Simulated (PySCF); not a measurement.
**Stationary points of BH2**

Computed with PBE0/[B def2-TZVP, H def2-TZVP], no relativity, density fitting, PySCF.

Relaxations began from a few typed shapes; open shells are unrestricted. The search is not exhaustive: other isomers or separated fragments can lie lower, and high-lying points may rest on an excited occupation.

(1) Which is the lowest minimum found?
A. doublet D∞h: B–H 1.174 Å (×2); H–B–H 180.0°
B. doublet C2v: B–H 1.191 Å (×2); H–B–H 129.4°

Results:

(1) B. The others lie at 28.9 (doublet D∞h, a saddle point) kJ/mol above it.

The electron or spin density has lower symmetry than the nuclear frame for the doublet D∞h at 28.9 kJ/mol.
